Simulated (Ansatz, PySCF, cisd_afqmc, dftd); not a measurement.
Reaction: C2H2O (SMILES C=C=O) → C2HO (SMILES C(=[CH])=O, doublet) + H (doublet) (the C-H bond breaks)
Each species at its own B3LYP-D3(BJ)/def2-TZVP minimum (Ansatz, a program for electronic structure).

Property: bond dissociation energy (enthalpy at 298 K, ideal-gas terms from PySCF's Hessians at B3LYP-D3(BJ)/def2-TZVP), in kcal/mol. UHF or UKS for unpaired electrons; spin-orbit terms are left out. Correlated methods leave the cores frozen. Rows without X2C or -DK are non-relativistic. The Monte Carlo rows (phaseless AFQMC, CISD trial, step 0.005/hartree) carry one-sigma bars that omit the constraint's bias. Outlying blocks are dropped, and bars are widened where a walk drifts. Over all cases where full CI ran beside it in this data, AFQMC minus full CI had a median of +0.1 mEh and passed +0.4 mEh in a tenth of the cases. CBS(X,Y): correlation extrapolated as X^-3, Hartree-Fock from the larger set. A bracket is a step between two methods taken in the basis named. Functionals run without relativity, which enters their misses. Double hybrids freeze cores in their MP2 part. 'core' is core correlation in cc-pwCVTZ, 'X2C' scalar relativity in cc-pVTZ-DK, both at CCSD(T). For partners of very few electrons the exact lower level stands in for a higher one. The UHF reference of C2HO ([CH]=C=O, doublet) is spin-contaminated (<S^2> up to 0.07 over the pure value in the sets run).

From measured enthalpies of formation at 298 K: 106.2 kcal/mol (Active Thermochemical Tables 1.112 (ions: stationary electron), as tabulated in the package chemicals). The calculations leave out spin-orbit terms.

```tsv
level	program	bond dissociation energy (kcal/mol)	error against that value
HF/cc-pVQZ	Ansatz	84.3	-21.9
r2SCAN/def2-TZVPD	Ansatz	100.7	-5.5
B3LYP-D3(BJ)/def2-TZVPD	Ansatz + dftd3	103.7	-2.5
B2PLYP-D3(BJ)/def2-TZVPD	Ansatz + dftd3	103.8	-2.4
B2GP-PLYP-D4/def2-TZVPD	Ansatz + dftd4	104.3	-1.9
B2GP-PLYP/def2-TZVPD	Ansatz	104.2	-2.0
MP2/cc-pVTZ	Ansatz	107.5	1.3
CCSDT(Q)/cc-pVDZ	Ansatz	100.6	-5.6
AFQMC/CISD/cc-pVDZ	cisd_afqmc	100.5 ± 0.4	-5.7
CCSD(T)/CBS(cc-pVTZ,cc-pVQZ) + [AFQMC/CISD - CCSD(T)]/cc-pVDZ + core + X2C	Ansatz + cisd_afqmc	106.1 ± 0.4	-0.1
CCSD(T)/CBS(cc-pVTZ,cc-pVQZ) + [CCSDT(Q) - CCSD(T)]/cc-pVDZ + core + X2C	Ansatz	106.2	0.0
```
